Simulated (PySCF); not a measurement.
**How good is the calculation?**

Geometry (Å), atoms numbered from 1 in this order:
```xyz
11

C    -1.4289    0.1515   -0.0154
N    -0.0023    0.0026   -0.0148
C     0.7264   -1.1447   -0.0962
N     1.9964   -0.8841   -0.0336
N     2.1367    0.4439    0.0929
C     0.9496    0.9688    0.1052
H    -1.6973    1.1129   -0.4526
H    -1.8788   -0.6482   -0.6031
H    -1.8230    0.1055    1.0033
H     0.2951   -2.1188   -0.2024
H     0.7315    2.0133    0.1908
```

What is known from experiment: δ ¹⁵N N4/N5 -54.8; N2 -220.7 ppm (measured; solution, dioxane; Solvent effects on the nitrogen NMR chemical shifts in 1-methylazoles - a theoretical study, New J. Chem. 2015 (author manuscript)).
δ ¹⁵N N4/N5 -72.0; N2 -216.7 ppm (measured; solution, EtOH; Solvent effects on the nitrogen NMR chemical shifts in 1-methylazoles - a theoretical study, New J. Chem. 2015 (author manuscript)).
δ ¹⁵N N4/N5 -59.0; N2 -219.9 ppm (measured; solution, CH2Cl2; Solvent effects on the nitrogen NMR chemical shifts in 1-methylazoles - a theoretical study, New J. Chem. 2015 (author manuscript)).
δ ¹⁵N N4/N5 -73.1; N2 -216.2 ppm (measured; solution, MeOH; Solvent effects on the nitrogen NMR chemical shifts in 1-methylazoles - a theoretical study, New J. Chem. 2015 (author manuscript)).
δ ¹⁵N N4/N5 -52.7; N2 -222.5 ppm (measured; solution, benzene; Solvent effects on the nitrogen NMR chemical shifts in 1-methylazoles - a theoretical study, New J. Chem. 2015 (author manuscript)).
δ ¹⁵N N4/N5 -50.0; N2 -224.2 ppm (measured; solution, CCl4; Solvent effects on the nitrogen NMR chemical shifts in 1-methylazoles - a theoretical study, New J. Chem. 2015 (author manuscript)).

[PySCF 2.14.0 with density-fitted response routines: NMR shieldings at PBE0/pcSseg-1/GIAO; GFN2-xTB geometry; non-relativistic Hamiltonian; gas phase; rapidly exchanging positions averaged; one computed conformer]

Question: Set the calculated values beside the experiment.

Answer: 
Reference values: measured (solution, dioxane; Solvent effects on the nitrogen NMR chemical shifts in 1-methylazoles - a theoretical study, New J. Chem. 2015 (author manuscript)).
```csv
atoms,quantity,reference,computed,"computed, scaled"
N4/N5,δ ¹⁵N vs neat liquid CH3NO2,-54.8,–,-53.4
N2,δ ¹⁵N vs neat liquid CH3NO2,-220.7,–,-222.7
```

Reference values: measured (solution, EtOH; Solvent effects on the nitrogen NMR chemical shifts in 1-methylazoles - a theoretical study, New J. Chem. 2015 (author manuscript)).
```tsv
atoms	quantity	reference	computed	computed, scaled
N4/N5	δ ¹⁵N vs neat liquid CH3NO2	-72.0	–	-53.4
N2	δ ¹⁵N vs neat liquid CH3NO2	-216.7	–	-222.7
```

Reference values: measured (solution, CH2Cl2; Solvent effects on the nitrogen NMR chemical shifts in 1-methylazoles - a theoretical study, New J. Chem. 2015 (author manuscript)).
| atoms | quantity | reference | computed | computed, scaled |
| --- | --- | --- | --- | --- |
| N4/N5 | δ ¹⁵N vs neat liquid CH3NO2 | -59.0 | – | -53.4 |
| N2 | δ ¹⁵N vs neat liquid CH3NO2 | -219.9 | – | -222.7 |

Reference values: measured (solution, MeOH; Solvent effects on the nitrogen NMR chemical shifts in 1-methylazoles - a theoretical study, New J. Chem. 2015 (author manuscript)).
```csv
atoms,quantity,reference,computed,"computed, scaled"
N4/N5,δ ¹⁵N vs neat liquid CH3NO2,-73.1,–,-53.4
N2,δ ¹⁵N vs neat liquid CH3NO2,-216.2,–,-222.7
```

Reference values: measured (solution, benzene; Solvent effects on the nitrogen NMR chemical shifts in 1-methylazoles - a theoretical study, New J. Chem. 2015 (author manuscript)).
```tsv
atoms	quantity	reference	computed	computed, scaled
N4/N5	δ ¹⁵N vs neat liquid CH3NO2	-52.7	–	-53.4
N2	δ ¹⁵N vs neat liquid CH3NO2	-222.5	–	-222.7
```

Reference values: measured (solution, CCl4; Solvent effects on the nitrogen NMR chemical shifts in 1-methylazoles - a theoretical study, New J. Chem. 2015 (author manuscript)).
```json
{"atoms": "N4/N5", "quantity": "δ ¹⁵N vs neat liquid CH3NO2", "reference": "-50.0", "computed": "–", "computed, scaled": "-53.4"}
{"atoms": "N2", "quantity": "δ ¹⁵N vs neat liquid CH3NO2", "reference": "-224.2", "computed": "–", "computed, scaled": "-222.7"}
```

Computed shifts are σ(ref) − σ with the named reference compound (TMS for H and C) calculated as an isolated molecule at the same level. The measured values may be among those fitted. Shieldings were converted by a linear fit to measured shifts: ¹⁵N (scatter 6.3 ppm rms vs CH3NO2, solution or neat liquid). Occasional misses reach two or three times the rms, and more in compound classes unlike the fitted ones.

12 of the 22 published NMR values on file for this molecule are compared. The rest: values from further sources.
